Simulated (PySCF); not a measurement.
NMR data simulated for an unnamed compound:

1H NMR (400 MHz, computed): δ 3.59 (q, 2H), 3.57 (sept, 1H), 1.28 (t, 3H), 1.18 (d, 6H).

13C{1H} NMR (computed): δ 76.7 (CH), 68.3 (CH2), 24.1 (CH3), 18.5 (CH3).

Method: shielding tensors at PBE0/pcSseg-1 (GIAO), geometry: GFN2-xTB, in PySCF (relativity neglected, one conformer, averaged over atoms made equivalent by symmetry, fast rotation or ring inversion, gas phase).

Scale: 1H (σref 31.72) and 13C (σref 186.93) vs TMS (reference shieldings calculated alike).

Problem. Which of these does the molecule contain: an NH or NH2 group, a carboxylic acid, a (CH3)2CH unit, a nitrile, a CH3CH2 unit?

Solution. 
- An NH or NH2 group: no.
- A carboxylic acid: no.
- A (CH3)2CH unit: yes (δC 24.1, 76.7; δH 1.18 (d), 3.57 (sept)).
- A nitrile: no.
- A CH3CH2 unit: yes (δC 18.5, 68.3; δH 1.28 (t), 3.59 (q)).

The data belong to SMILES CCOC(C)C, C5H12O; they needn't prove each group on their own.

Carbon signals by region: 2 at 50–100 ppm, 2 below 50 ppm.

Shifts are as computed. Against solution values, carbons near 30 ppm lie about +3 ppm off and those near 130 ppm about +5 ppm. Of 1211 compounds with measured shifts, 218 miss one by over three times the rms of a fit or turn the order of signals round; such compounds aren't used in these exercises. No couplings were computed; multiplicities are counted from neighbouring protons, with m where these are inequivalent, close in shift, in a saturated or five-membered ring or joined by F or P, and br s for small geminal =CH2 splittings.
